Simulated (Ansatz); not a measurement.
# C₈H₁₈: one species, many methods

The task here is to estimate one member of a computed series from the others.

The runs use Ansatz 0.2.0, Gaussian basis; functionals in def2-TZVPP, the program's frozen cores in correlated methods.

Plan: PBE-D4, r2SCAN-D4, PBE0-D4, B3LYP-D4, ωB97X-V, ωB97M-V, B2PLYP; CCSD(T)/def2-TZVPP; MP2/def2-QZVPP; extrapolation to the limit.

### The geometry

An earlier PBE0-D4 in a triple-zeta def2 set relaxation fixed the geometry.

SMILES `CCCC(C)(C)CC`, 26 atoms, charge 0, spin multiplicity 1.

Atoms are counted from 1 here; the program's logs count them from 0.

Bond lengths: C1–C2 1.521 Å, C1–H9 1.093 Å, C1–H10 1.094 Å, C1–H11 1.091 Å, C2–C3 1.527 Å, C2–H12 1.096 Å, C2–H13 1.095 Å, C3–C4 1.541 Å, C3–H14 1.096 Å, C3–H15 1.098 Å, C4–C5 1.529 Å, C4–C6 1.529 Å, C4–C7 1.535 Å, C5–H16 1.094 Å, C5–H17 1.090 Å, C5–H18 1.094 Å, C6–H19 1.094 Å, C6–H20 1.094 Å and more. Angles: C2–C1–H9 110.5°, C2–C1–H10 111.3°, C2–C1–H11 112.5°, H9–C1–H10 107.6°, H9–C1–H11 107.1°, H10–C1–H11 107.6°, C1–C2–C3 116.9°, C1–C2–H12 108.1°, C1–C2–H13 109.3°, C3–C2–H12 106.6°, C3–C2–H13 109.9°, H12–C2–H13 105.3°, C2–C3–C4 119.7°, C2–C3–H14 107.0°, C2–C3–H15 108.8°, C4–C3–H14 107.4°, C4–C3–H15 107.8°, H14–C3–H15 105.3° and more.

Set-up of the first run:

The input, in.yaml:

```yaml
crystal:
  periodic: [false, false, false]
  atoms:
    - {symbol: C, position_ang: [1.610351, 2.169773, 0.364316]}
    - {symbol: C, position_ang: [1.779328, 0.740689, -0.129275]}
    - {symbol: C, position_ang: [0.633838, 0.151856, -0.949324]}
    - {symbol: C, position_ang: [-0.714073, -0.154014, -0.268545]}
    - {symbol: C, position_ang: [-1.515418, 1.119146, 0.003441]}
    - {symbol: C, position_ang: [-1.531852, -1.005591, -1.239902]}
    - {symbol: C, position_ang: [-0.526579, -0.896634, 1.061768]}
    - {symbol: C, position_ang: [0.203211, -2.227930, 0.989536]}
    - {symbol: H, position_ang: [2.559289, 2.560417, 0.740099]}
    - {symbol: H, position_ang: [1.275578, 2.830769, -0.440220]}
    - {symbol: H, position_ang: [0.887269, 2.247984, 1.177268]}
    - {symbol: H, position_ang: [2.670894, 0.703716, -0.764817]}
    - {symbol: H, position_ang: [2.003457, 0.087470, 0.720505]}
    - {symbol: H, position_ang: [1.000167, -0.784107, -1.385635]}
    - {symbol: H, position_ang: [0.435185, 0.811404, -1.803864]}
    - {symbol: H, position_ang: [-1.616215, 1.720786, -0.904266]}
    - {symbol: H, position_ang: [-1.057236, 1.743506, 0.770449]}
    - {symbol: H, position_ang: [-2.522552, 0.864756, 0.346858]}
    - {symbol: H, position_ang: [-1.716360, -0.456577, -2.167906]}
    - {symbol: H, position_ang: [-2.502886, -1.267180, -0.809179]}
    - {symbol: H, position_ang: [-1.017272, -1.931916, -1.504470]}
    - {symbol: H, position_ang: [-1.519005, -1.056208, 1.499868]}
    - {symbol: H, position_ang: [-0.000812, -0.234510, 1.758795]}
    - {symbol: H, position_ang: [-0.335094, -2.954005, 0.376475]}
    - {symbol: H, position_ang: [1.207101, -2.122311, 0.571293]}
    - {symbol: H, position_ang: [0.309655, -2.661299, 1.986744]}
basis:
  gaussian: {orbitals: def2-TZVPP}
hamiltonian: {xc: pbe, dispersion: d4}
output: {forces: true, orbitals: {seedname: orbitals}}
```

Launch:

```
> ansatz run in.yaml --threads 4 --pin off --events-out ev --progress --plain --max-ram 41984MiB --backend cuda --devices 0, --max-vram 37GiB
```

Steps of the session up to this table: PBE-D4 (GGA); r2SCAN-D4 (meta-GGA); PBE0-D4 (hybrid); B3LYP-D4 (hybrid); ωB97X-V (range-separated); ωB97M-V (range-separated); B2PLYP (double hybrid); CCSD(T) in def2-TZVPP; MP2 in def2-QZVPP.

One table of the session follows, with a row left open; its other results are not shown here.

| method | atomisation energy (kJ/mol) |
| --- | --- |
| PBE-D4 | 10531.3 |
| r2SCAN-D4 | 10384.3 |
| PBE0-D4 | 10438.6 |
| B3LYP-D4 | 10372.8 |
| ωB97X-V | 10379.2 |
| ωB97M-V | 10393.9 |
| B2PLYP | 10262.0 |
| HF/def2-TZVPP | 7884.4 |
| MP2/def2-TZVPP | 10246.2 |
| CCSD/def2-TZVPP | 10049.2 |
| CCSD(T)/def2-TZVPP | 10165.5 |
| MP2/CBS | 10449.2 |
| CCSD(T)/CBS | ? |

Q: Estimate the row for CCSD(T)/CBS from the others.

The run gave: atomisation energy (kJ/mol): 10368.6. In the column «atomisation energy (kJ/mol)» it lies between B2PLYP (10262.0) and B3LYP-D4 (10372.8).
